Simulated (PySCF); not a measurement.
# BNH3S (SMILES N[B]S): a first try and a second

Aim: the charge distribution of BNH3S at CASSCF(7,7)/ma-def2-SVP.

The calculation is run with PySCF 2.14.0.

5 further runs of the same task are left out: 3 that didn't finish, 2 set aside as unsound or not needed.

## 1. The structure to begin with

BNH3S has 6 atoms, charge 0, and is taken as a doublet. SMILES: `N[B]S`. The coordinates come from a PBE0-D4/def2-TZVP relaxation. This is a higher conformer, about 7 kJ/mol above the lowest found by a separate search.

Bond lengths: N1–B2 1.380 Å, B2–S3 1.779 Å, N1–H4 1.005 Å, N1–H5 1.010 Å, S3–H6 1.355 Å. Angles: N1–B2–S3 132.0°, B2–N1–H4 122.5°, B2–N1–H5 124.0°, B2–S3–H6 100.0°, H4–N1–H5 113.6°.

## 2. First attempt

File job.py:

```python
import numpy
from pyscf import gto, scf, mcscf, lo

mol = gto.Mole()
mol.atom = '''
N     -0.621200     0.083000    -0.756700
B     -0.538400    -0.445500     0.515700
S      0.781100    -0.475200     1.709200
H     -1.454200     0.016000    -1.315600
H      0.135500     0.569200    -1.216600
H      1.739200     0.188500     1.017800
'''
mol.verbose = 4
mol.max_memory = 1860
mol.charge = 0
mol.spin = 1
mol.basis = 'ma-def2-svp'
mol.build()

calc0 = mol.ROHF()
calc0.max_cycle = 82
calc0.level_shift = 10.0
calc0.kernel()

cas = mcscf.CASSCF(calc0, 7, 7)
cas.fix_spin_(ss=0.75)
cas.kernel()
e_final = cas.e_tot
print('Final energy', e_final)
calc0.analyze()
quad = calc0.quad_moment()
occ = calc0.mo_coeff[:, calc0.mo_occ > 0]
iaos = lo.vec_lowdin(lo.iao.iao(mol, occ), calc0.get_ovlp())
c = iaos.T @ calc0.get_ovlp() @ occ
pop_iao, q_iao = scf.hf.mulliken_pop(lo.iao.reference_mol(mol), (c * calc0.mo_occ[calc0.mo_occ > 0]) @ c.T, numpy.eye(c.shape[0]), verbose=0)
print('IAO charges', numpy.round(q_iao, 4))
dm_corr = cas.make_rdm1()
dip_corr = scf.hf.dip_moment(mol, dm_corr)
cas.analyze()
```

On the command line:

```bash
$ OMP_NUM_THREADS=1 python job.py
```

What it wrote:

```text
PySCF version 2.14.0

[... 79 lines left out ...]
SCF not converged.
[... 125 lines left out ...]
1-step CASSCF converged in  43 macro (780 JK 162 micro) steps
[... 7 lines left out ...]
Total Energy =                        -478.227526197744567
[... 2 lines left out ...]
Two-electron Energy =                  260.608729656007597
[... 5 lines left out ...]
MO #1   energy= -91.9212454015925  | -91.9212647313089  | -91.9207051384143  occ= 2
[... 3 lines left out ...]
MO #64  energy= 13.2050684464118   | 3.20289522453321   | 3.20737743598473   occ= 0
[... 80 lines left out ...]
Natural orbital (expansion on meta-Lowdin AOs) in CAS space
[... 323 lines left out ...]
spin of  5H =      0.03006
```

Wall time 19 s (1 thread of Intel Xeon 6975P-C (Granite Rapids), shared host); peak memory 0.18 GiB.

## 3. Reading the log

The iterations ended before the threshold was met.

The log says `SCF not converged.`. The fault: the convergence aids are set badly. The sound input differs in these keys, not all of which need be the cause: solver DIIS+newton in place of DIIS; level shift at its default in place of 10; iteration cap 100 in place of 82.

## 4. Try two

File run.py:

```python
import numpy
from pyscf import gto, scf, mcscf, lo

mol = gto.M(
    atom='''
N       -0.621200       0.083000      -0.756700
B       -0.538400      -0.445500       0.515700
S        0.781100      -0.475200       1.709200
H       -1.454200       0.016000      -1.315600
H        0.135500       0.569200      -1.216600
H        1.739200       0.188500       1.017800
''',
    max_memory=1860,
    spin=1,
    basis='ma-def2-svp',
    verbose=4,
)

mf = scf.ROHF(mol)
mf.max_cycle = 100
mf.kernel()
if not mf.converged:
    mf = mf.newton().run(mf.mo_coeff, mf.mo_occ)

cas = mcscf.CASSCF(mf, 7, 7)
cas.fix_spin_(ss=0.75)
cas.kernel()
e_tot = cas.e_tot
print(f'total energy: {e_tot:.8f} hartree')
dip = mf.dip_moment()
pop, q = mf.mulliken_pop()
quad = mf.quad_moment()
occ = mf.mo_coeff[:, mf.mo_occ > 0]
iaos = lo.vec_lowdin(lo.iao.iao(mol, occ), mf.get_ovlp())
c = iaos.T @ mf.get_ovlp() @ occ
pop_iao, q_iao = scf.hf.mulliken_pop(lo.iao.reference_mol(mol), (c * mf.mo_occ[mf.mo_occ > 0]) @ c.T, numpy.eye(c.shape[0]), verbose=0)
print('IAO charges', numpy.round(q_iao, 4))
dm_corr = cas.make_rdm1()
dip_corr = scf.hf.dip_moment(mol, dm_corr)
cas.analyze()
```

On the command line:

```bash
$ OMP_NUM_THREADS=1 python run.py
```

What it wrote:

```text
PySCF version 2.14.0

[... 60 lines left out ...]
converged SCF energy = -478.227536399769
[... 23 lines left out ...]
sorting_mo_energy = False
[... 50 lines left out ...]
1-step CASSCF converged in  18 macro (322 JK  68 micro) steps
[... 3 lines left out ...]
CASSCF energy = -478.300648788489
[... 1 line left out ...]
total energy: -478.30064879 hartree
Dipole moment(X, Y, Z, Debye):  0.24825,  1.33231, -2.81828
[... 75 lines left out ...]
Dipole moment(X, Y, Z, Debye):  0.23485,  1.42964, -3.05102
[... 2 lines left out ...]
Natural orbital (expansion on meta-Lowdin AOs) in CAS space
[... 327 lines left out ...]
spin of  5H =      0.03020
```

Run time: 7.8 s. Hardware: 1 thread of Intel Xeon 6975P-C (Granite Rapids), shared host; peak memory 0.17 GiB.

Atomic charges (e):

```tsv
atom	Mulliken	IAO
N1	-1.134	-0.586
B2	+0.447	+0.066
S3	-0.339	-0.052
H4	+0.432	+0.276
H5	+0.435	+0.255
H6	+0.160	+0.042
```

## 5. Summary of results

At CASSCF(7,7)/ma-def2-SVP:

| quantity | value |
| --- | --- |
| total energy | -478.30065 Eh |
| dipole moment (correlated density) | 3.38 D |

What this shows: Mulliken charges of the mean-field density run from -1.13 on N1 to +0.45 on B2; they depend strongly on the basis.
